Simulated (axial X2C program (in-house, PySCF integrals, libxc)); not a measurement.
# SiSH: bond lengths and stretches, held linear

The task here is to estimate one member of a computed series from the others.

The runs use an in-house X2C program for linear molecules on PySCF integrals; all-electron X2C, two-component (2c) or spin-free, Si dyall-v3z, S dyall-av3z, H dyall-v3z.

All values are calculated.

2 further runs of the same task are left out: 2 set aside as unsound or not needed.

Set-up of the first run:

task.json

```json
{"zs": [14, 16, 1], "q": 0, "bas": ["dyall-v3z", "dyall-av3z", "dyall-v3z"], "r0": [2.19, 1.34], "symm": 0, "scan": ["PBE0", "HF", "PBE"], "levels": ["PBE0", "HF", "B3LYP"], "nst": 2}
```

Keys: zs atomic numbers; q charge; bas basis sets; r0 starting distance in Å; symm equal bonds; scan levels of the two-bond scan (MP2 follows by itself at each HF point); levels methods; nst determinants followed.

Run with:

```console
> python solin.py task.json out
```

Masses Si 27.977, S 31.972, H 1.008 u.

Steps of the session up to this table: Scan at PBE0, 2c; Scan at HF, 2c; Scan at PBE, 2c.

One table of the session follows, with a row left open; its other results are not shown here.

```
          level  r(Si–S) (Å)  r(S–H) (Å)  lower stretch (cm⁻¹)  upper stretch (cm⁻¹)
       PBE0, 2c        2.108       1.342                 516.9                2701.8
         HF, 2c        2.135       1.324                 491.0                2866.4
        PBE, 2c        2.123       1.355                 499.8                2590.0
        MP2, 2c        2.116       1.337                 517.7                2744.2
PBE0, spin-free        2.108       1.342                 517.1                2703.1
  HF, spin-free        2.135       1.323                 491.3                2867.4
 PBE, spin-free            ?           ?                     ?                     ?
 MP2, spin-free        2.116       1.336                 517.9                2745.4
```

Q: Estimate the row for PBE, spin-free from the others.

**Answer.** r(Si–S) (Å): 2.123; r(S–H) (Å): 1.355; lower stretch (cm⁻¹): 500.1; upper stretch (cm⁻¹): 2591.5.

Scans not shown above were run alike.

MP2 freezes inner shells (threshold -2 hartree). The molecule was held linear; bending was not examined, so a bent shape may lie lower. Note: functional without a current term on a determinant with orbital currents, of the molecule or an atom.
